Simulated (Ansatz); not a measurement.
# B₂HF+ (quartet): the correlation ladder, def2-TZVPP

One table from this session's results is given with a row withheld; the runs are named, their logs left out.

The runs use Ansatz 0.2.0, Gaussian basis; def2-TZVPP, core rule «outside noble gas», up to 3 orbitals frozen.

To be run: UHF; ROHF; CCSD(T) on UHF.

2 further runs of the same task are left out: 2 set aside as unsound or not needed.

## What is computed

The geometry is a PBE0/def2-TZVP stationary point (not a proven minimum) of the parent state, kept for this charge and spin.

4 atoms, charge 1, spin multiplicity 4.

Atoms are counted from 1 here; the program's logs count them from 0.

Bond lengths: B1–B2 1.633 Å, B2–F3 1.328 Å, B2–H4 1.205 Å. Angles: B1–B2–F3 125.5°, B1–B2–H4 114.3°, F3–B2–H4 120.2°.

Set-up of the first run:

The input, in.yaml:

```yaml
crystal:
  periodic: [false, false, false]
  atoms:
    - {symbol: B, position_ang: [0.000000, -0.285996, 1.615495]}
    - {symbol: B, position_ang: [0.000000, 0.444539, 0.154784]}
    - {symbol: F, position_ang: [0.000000, -0.177695, -1.018097]}
    - {symbol: H, position_ang: [0.000000, 1.648828, 0.202133]}
basis:
  gaussian: {orbitals: def2-TZVPP}
total_charge: 1
magnetization: {spin_polarized: true, initial_magnetization: 3}
hamiltonian: {xc: hf}
output: {orbitals: {seedname: orbitals}}
```

Started as:

```sh
$ ansatz run in.yaml --threads 1 --pin off --events-out ev --progress --plain --max-ram 4096MiB --backend cpu
```

Among the steps run: UHF; ROHF; CCSD(T) on UHF.

One of the session's tables, all rows but one given; the rest of the session is left out.

It belongs to the step «Misses and costs». 

```
  method  from UCCSD(T) (meV)
    ROHF             +10986.9
     UHF             +10752.2
    UMP2                    ?
   UCCSD               +402.7
UCCSD(T)                    0
```

**Question.** Estimate the row for UMP2.

The run gave: from UCCSD(T) (meV): +930.4. In the column «from UCCSD(T) (meV)» it lies between UCCSD (+402.7) and UHF (+10752.2).
